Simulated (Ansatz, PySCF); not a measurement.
This Ansatz (a program for electronic structure) input computes a PBE/def2-TZVPD energy:

Ansatz 0.2 input:
```yaml
crystal:
  periodic: [false, false, false]
  atoms:
    - {symbol: B, position_ang: [-0.13507983, -0.08356759, -0.00055119]}
    - {symbol: F, position_ang: [-1.20106340, -0.74304188, -0.00490091]}
    - {symbol: F, position_ang: [0.15531140, 1.17784433, -0.42166963]}
    - {symbol: F, position_ang: [1.12079636, -0.38837601, 0.42687676]}
basis:
  gaussian:
    orbitals: def2-TZVPD
hamiltonian:
  xc: {name: PBE}
total_charge: 1
magnetization: {spin_polarized: true, initial_magnetization: 1}
output: {forces: true}
```

Problem. Write an input for the same energy in PySCF and say what it gives.

Solution. 
```python
from pyscf import gto, scf, dft

mol = gto.M(
    atom='''
    B    -0.13507983   -0.08356759   -0.00055119
    F    -1.20106340   -0.74304188   -0.00490091
    F     0.15531140    1.17784433   -0.42166963
    F     1.12079636   -0.38837601    0.42687676
    ''',
    basis='def2-tzvpd',
    charge=1,
    spin=1,
    verbose=4,
)

mf = dft.UKS(mol, xc='pbe').density_fit(auxbasis='def2-universal-jkfit')
mf.grids.level = 3
mf.conv_tol = 1e-9
mf.max_cycle = 100
mf.max_memory = 1500
mf.kernel()
if not mf.converged:
    mf = mf.newton()
    mf.kernel(mf.make_rdm1())
for _ in range(2):
    mo, _, stable, _ = mf.stability(return_status=True)
    if stable:
        break
    mf.kernel(mf.make_rdm1(mo, mf.mo_occ))
mf.analyze()
```
It gives -323.85037 Eh, and Ansatz -323.85031 Eh, a difference of 0.06 mEh, from the treatment of integrals and grids.
